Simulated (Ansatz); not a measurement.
# Cl2F: the cost of one run

Method: PBE0-D4/def2-SVPD; program: Ansatz 0.2.0, Gaussian basis.

## Step 1: The starting structure

The start, a pair relaxed at PBE0-D4: SMILES `[F-].ClCl`, 3 atoms, charge -1, spin multiplicity 1.

Atoms are counted from 1 here; the program's logs count them from 0.

Bond lengths: Cl2–Cl3 2.280 Å.

As a file:

```
F    -0.53012    0.39725   -1.88873
Cl   -0.03723    0.02783   -0.13143
Cl    0.56735   -0.42508    2.02006
```

## Step 2: Dynamics

md/in.yaml reads:

```yaml
crystal:
  periodic: [false, false, false]
  atoms:
    - {symbol: F, position_ang: [-0.530123, 0.397248, -1.888726]}
    - {symbol: Cl, position_ang: [-0.037227, 0.027828, -0.131430]}
    - {symbol: Cl, position_ang: [0.567350, -0.425076, 2.020056]}
basis:
  gaussian: {orbitals: def2-SVPD}
total_charge: -1
hamiltonian: {xc: pbe0, dispersion: d4}
md: {n_steps: 80, timestep: 1.0, temperature: 300, ensemble: nvt_nose_hoover, seed: 59, initial_velocities: maxwell_boltzmann}
```

On the command line:

```bash
$ ansatz run in.yaml --threads 2 --pin off --events-out ev --progress --plain --max-ram 5222MiB
```

**Question.** How long does this run take on 2 threads of Arm Neoverse V2, shared host?

About 62 s.
